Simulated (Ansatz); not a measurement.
The input, for Ansatz 0.2.0:

```yaml
crystal:
  periodic: [false, false, false]
  atoms:
    - {symbol: Cl, position_ang: [0.000000, -0.840515, 2.118041]}
    - {symbol: Ga, position_ang: [0.000000, 0.691492, 0.592878]}
    - {symbol: Ga, position_ang: [0.000000, -0.296113, -1.683627]}
    - {symbol: H, position_ang: [0.000000, 2.214155, 0.951803]}
basis:
  gaussian: {orbitals: cc-pVDZ}
magnetization: {spin_polarized: true, initial_magnetization: 4}
correlation: {method: ccsdt_q, electrons: outside_noble_gas}
```

```sh
$ ansatz run in.yaml --threads 1 --pin off --events-out ev --progress --plain --max-ram 2393MiB
```

Log:

```
1551 factors; integrals over basis functions are off by at most 2.3e-7 eV
mean field evaluation 1: about -117180.4179 eV, gradient 9.5e0 eV
mean field evaluation 2: about -117180.4279 eV, gradient 9.5e0 eV
mean field evaluation 4: about -117181.8876 eV, gradient 2.4e0 eV
mean field evaluation 8: about -117182.1529 eV, gradient 1.1e0 eV
mean field evaluation 16: about -117183.5513 eV, gradient 8.7e-5 eV
mean field evaluation 32: about -117182.0989 eV, gradient 8.8e-1 eV
mean field evaluation 64: about -117182.2862 eV, gradient 1.5e0 eV
mean field evaluation 96: about -117181.9877 eV, gradient 1.9e0 eV
mean field evaluation 128: about -117181.7950 eV, gradient 1.6e-6 eV
mean field evaluation 160: about -117181.7950 eV, gradient 1.0e-2 eV
...
cycle  16  -6.48985422 eV  change   -5.4e-5 eV  update   7.6e-5
cycle  17  -6.48981976 eV  change    3.4e-5 eV  update   5.2e-5
cycle  18  -6.48979457 eV  change    2.5e-5 eV  update   3.7e-5
cycle  19  -6.48978643 eV  change    8.1e-6 eV  update   2.4e-5
cycle  20  -6.48980797 eV  change   -2.2e-5 eV  update   1.7e-5
cycle  21  -6.48982537 eV  change   -1.7e-5 eV  update   9.7e-6
cycle  22  -6.48983607 eV  change   -1.1e-5 eV  update   6.4e-6
cycle  23  -6.48984012 eV  change   -4.0e-6 eV  update   4.0e-6
cycle  24  -6.48984053 eV  change   -4.1e-7 eV  update   2.6e-6
cycle  25  -6.48984121 eV  change   -6.8e-7 eV  update   1.7e-6
perturbative correction -0.01921338 eV, -0.0007060787 hartree
Total energy: -117190.06034771 eV, -4306.6552835025 hartree
```

Ran on 1 thread of Arm Neoverse V2, shared host: 2.8 min wall, 0.7 GiB peak host memory.
